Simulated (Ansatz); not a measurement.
# C4H6FN: a ladder of functionals and wavefunction methods

An exercise on one series of results from a longer session: the logs are not shown, and one member is left open.

Method: functionals in def2-TZVPP, the program's frozen cores in correlated methods; program: Ansatz 0.2.0, Gaussian basis.

The runs, in order: PBE-D4, r2SCAN-D4, PBE0-D4, B3LYP-D4, ωB97X-V, ωB97M-V, B2PLYP; CCSD(T)/def2-TZVPP; MP2/def2-QZVPP; extrapolation to the limit.

### The geometry

All runs share one geometry, relaxed beforehand with PBE0-D4 in a triple-zeta def2 set.

SMILES `CC1=C(F)NC1`, 12 atoms, charge 0, spin multiplicity 1.

Atoms are counted from 1 here; the program's logs count them from 0.

Bond lengths: C1–C2 1.475 Å, C1–H7 1.095 Å, C1–H8 1.094 Å, C1–H9 1.091 Å, C2–C3 1.333 Å, C2–C6 1.515 Å, C3–F4 1.318 Å, C3–N5 1.402 Å, N5–C6 1.503 Å, N5–H10 1.016 Å, C6–H11 1.093 Å, C6–H12 1.092 Å. Angles: C2–C1–H7 111.6°, C2–C1–H8 111.8°, C2–C1–H9 110.6°, H7–C1–H8 107.1°, H7–C1–H9 107.7°, H8–C1–H9 107.8°, C1–C2–C3 138.4°, C1–C2–C6 134.7°, C3–C2–C6 86.4°, C2–C3–F4 136.0°, C2–C3–N5 100.6°, F4–C3–N5 123.3°, C3–N5–C6 84.4°, C3–N5–H10 115.6°, C6–N5–H10 114.4°, C2–C6–N5 88.4°, C2–C6–H11 115.9°, C2–C6–H12 116.4° and more.

Set-up of the first run:

File in.yaml:

```yaml
crystal:
  periodic: [false, false, false]
  atoms:
    - {symbol: C, position_ang: [-1.136564, -0.652547, 1.154174]}
    - {symbol: C, position_ang: [-0.199957, -0.017447, 0.207374]}
    - {symbol: C, position_ang: [0.395927, 1.162463, 0.034878]}
    - {symbol: F, position_ang: [0.313418, 2.355743, 0.588196]}
    - {symbol: N, position_ang: [1.346102, 0.830135, -0.940316]}
    - {symbol: C, position_ang: [0.686619, -0.520471, -0.913301]}
    - {symbol: H, position_ang: [-0.652757, -1.453474, 1.723568]}
    - {symbol: H, position_ang: [-1.995798, -1.095542, 0.641115]}
    - {symbol: H, position_ang: [-1.516414, 0.080371, 1.868089]}
    - {symbol: H, position_ang: [1.258256, 1.322854, -1.825063]}
    - {symbol: H, position_ang: [0.179642, -0.760061, -1.851462]}
    - {symbol: H, position_ang: [1.398524, -1.307123, -0.653152]}
basis:
  gaussian: {orbitals: def2-TZVPP}
hamiltonian: {xc: pbe, dispersion: d4}
output: {forces: true, orbitals: {seedname: orbitals}}
```

On the command line:

```console
$ ansatz run in.yaml --threads 4 --pin off --events-out ev --progress --plain --max-ram 10444MiB
```

Among the steps run: PBE-D4 (GGA); r2SCAN-D4 (meta-GGA); PBE0-D4 (hybrid); B3LYP-D4 (hybrid); ωB97X-V (range-separated); ωB97M-V (range-separated); B2PLYP (double hybrid); CCSD(T) in def2-TZVPP; MP2 in def2-QZVPP.

One table of the session follows, with a row left open; its other results are not shown here.

```
            method  atomisation energy (kcal/mol)
            PBE-D4                         1227.3
         r2SCAN-D4                         1184.6
           PBE0-D4                         1197.1
          B3LYP-D4                         1181.7
           ωB97X-V                         1184.2
           ωB97M-V                         1185.4
            B2PLYP                         1169.4
     HF/def2-TZVPP                          829.5
    MP2/def2-TZVPP                         1174.5
   CCSD/def2-TZVPP                         1124.1
CCSD(T)/def2-TZVPP                         1145.9
           MP2/CBS                              ?
       CCSD(T)/CBS                         1177.0
```

Q: Estimate the row for MP2/CBS from the others.

**Answer.** atomisation energy (kcal/mol): 1205.7. In the column «atomisation energy (kcal/mol)» it lies between PBE0-D4 (1197.1) and PBE-D4 (1227.3).

Caveats from the session: Free atoms (4 C, 1 F, 1 N, 6 H) were run apart at each level; the atomisation energy is their sum less the molecule, without zero-point or spin-orbit terms.
